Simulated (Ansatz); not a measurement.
Geometry optimisation, RKS PBE0/def2-SVP (Ansatz).

The input (input.yaml):

```yaml
crystal:
  periodic: [false, false, false]
  atoms:
    - { symbol: Si, position_ang: [0.0, 0.0, 0.0] }
    - { symbol: C, position_ang: [0.0, 0.0, 1.87] }
    - { symbol: H, position_ang: [-0.9996, -0.3092, 2.2405] }
    - { symbol: H, position_ang: [0.7676, -0.7111, 2.2405] }
    - { symbol: H, position_ang: [0.232, 1.0203, 2.2405] }
    - { symbol: H, position_ang: [1.3768, 0.0, -0.4862] }
    - { symbol: H, position_ang: [-0.6877, 1.1914, -0.4862] }
    - { symbol: H, position_ang: [-0.6877, -1.1914, -0.4862] }
basis:
  gaussian: { orbitals: def2-SVP }
hamiltonian:
  xc: pbe0
relax:
  f_tol: 0.02
  max_steps: 40
```

Run as:

```bash
$ ansatz run input.yaml --threads 1 --pin off --max-ram 2048MiB --backend cpu --events-out ev --progress --plain --runs-dir out
```

Question: Where does it end, and by what steps?

Answer: The forces met the threshold. The force dipped under the threshold on the way, but the program's further checks kept it going. After 6 steps the energy has fallen by 0.072 eV; H5 moved furthest, 0.21 Å.

```
step  energy less start (eV)  largest force component (eV/Å)  accepted
   0                  0.0000                           0.646       yes
   1                 -0.0597                           0.167       yes
   2                 -0.0669                           0.037       yes
   3                 -0.0708                           0.062       yes
   4                 -0.0692                           0.293        no
   5                 -0.0713                           0.012       yes
   6                 -0.0716                           0.010       yes
```

```xyz
8
Properties=species:S:1:pos:R:3
Si 0.000 0.000 0.003
C 0.000 0.000 1.883
H -1.024 -0.105 2.274
H 0.603 -0.834 2.274
H 0.421 0.939 2.274
H 1.392 0.150 -0.525
H -0.825 1.130 -0.526
H -0.566 -1.280 -0.525
```

Whether the end is a true minimum wasn't checked by a vibrational analysis.

The run took 11 s on 1 thread of Arm Neoverse V1 (shared host), peak memory 0.11 GiB.
